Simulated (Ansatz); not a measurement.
Ansatz (an electronic-structure program) input (r2SCAN0/def2-TZVPD):

Ansatz 0.2 input:
```yaml
crystal:
  periodic: [false, false, false]
  atoms:
    - {symbol: Cl, position_ang: [-0.00000000, -0.00000000, -0.07362004]}
    - {symbol: H, position_ang: [0.00000000, 0.00000000, 1.25154065]}
basis:
  gaussian:
    orbitals: def2-TZVPD
hamiltonian:
  xc: {name: r2SCAN0}
total_charge: 1
magnetization: {spin_polarized: true, initial_magnetization: 1}
output: {forces: true}
```

End of the output:

```
integrals: 0.01 GiB planned
359 factors; their error is unknown
mean field: 0.14 GiB planned
mean field evaluation 1: about -12525.0852 eV, gradient 1.4e1 eV
mean field evaluation 2: about -12525.6347 eV, gradient 8.6e0 eV
mean field evaluation 4: about -12525.8502 eV, gradient 3.9e-1 eV
mean field evaluation 8: about -12525.8782 eV, gradient 3.3e-3 eV
mean field -12525.87818338 eV, -460.3175328942 hartree, gradient 7.8e-5 eV, S^2 0.757351; 0 other end points of the search recorded, 0 dependent functions left out
the calculation of the forces begins
reference -12525.87818759 eV, -460.3175330486 hartree; 9, 8 occupied and 46, 47 virtual orbitals, 359 factors
Total energy: -12525.87818759 eV, -460.3175330486 hartree
Atom 0 at    -0.000000    -0.000000    -0.073620 Å, force    -0.000000    -0.000000     0.251976 eV/Å
Atom 1 at     0.000000     0.000000     1.251541 Å, force     0.000000     0.000000    -0.251976 eV/Å
Dipole moment:     0.000000     0.000000     0.329391 e Å
```
